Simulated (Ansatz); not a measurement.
A nudged elastic band was laid between two geometries of AlH₅S (7 atoms, charge 0, multiplicity 1).

These are results of RKS PBE0-D4/cc-pVDZ (Ansatz), not measurements.

```json
{"movable images": "5", "climbing image": "yes", "spring": "5.0 eV/Å²", "optimiser": "quadratic models (default)", "start path": "through a guess of the saddle point", "force threshold": "0.03 eV/Å", "iteration limit": "60", "end points": "relaxed"}
```

First end point:

```xyz
7
Properties=species:S:1:pos:R:3
Al -0.049 0.073 -0.010
H -0.583 0.534 1.432
H 1.511 0.243 -0.341
H -1.101 -0.050 -1.214
S 0.085 -2.462 0.471
H -1.118 -2.597 1.083
H 0.754 -2.384 1.649
```

Last end point:

```xyz
7
Properties=species:S:1:pos:R:3
Al 0.108 -0.695 -0.270
H 0.060 0.340 1.930
H 1.502 0.038 -0.466
H -1.312 -0.024 -0.506
S 0.200 -2.868 0.145
H -1.147 -3.023 0.147
H 0.088 -0.411 2.089
```

Problem. Which bonds break or form, and what moves?

Solution. Bonds broken: Al1–H2, S5–H7. Bonds formed: H2–H7. AlH5S becomes AlH3S + H2.

Problem. Give the energies along the band, and the barrier.

Solution. The forces met the threshold. The highest image is number 3 of 0 to 6, 0.47 eV above the first end and 0.93 eV above the last; the last end lies 0.45 eV below the first. A vibrational analysis at the climbing image gives one clearly imaginary mode, 942i cm⁻¹: a first-order saddle point. The orbitals stay closed-shell, which can raise the energy where a bond breaks towards radicals; this wasn't checked here.

```tsv
image	path coordinate (Å)	energy (eV)	Al1–H2 (Å)	S5–H7 (Å)	H2–H7 (Å)
0	0.00	0.00	1.61	1.36	3.22
1	0.71	0.02	1.61	1.36	2.89
2	1.43	0.16	1.62	1.36	2.04
3	2.14	0.47	1.72	1.60	1.17
4	2.70	-0.11	2.01	2.17	0.81
5	3.25	-0.41	2.29	2.71	0.77
6	3.81	-0.45	2.43	3.13	0.77
```

Problem. What is the geometry of the highest image?

Solution. 
```xyz
7
Properties=species:S:1:pos:R:3
Al 0.098 -0.233 -0.079
H -0.120 -0.062 1.616
H 1.565 0.227 -0.474
H -1.272 -0.026 -0.855
S 0.266 -2.561 0.693
H -1.073 -2.767 0.635
H 0.035 -1.220 1.533
```

Problem. What are the harmonic wavenumbers there?

Solution. 942i, 297, 343, 434, 596, 683, 715, 746, 1032, 1229, 1372, 1681, 1912, 1935, 2706 cm⁻¹.

Run time: 2.1 min on 1 thread of Arm Neoverse V1, with other jobs on the host, peak memory 0.12 GiB.
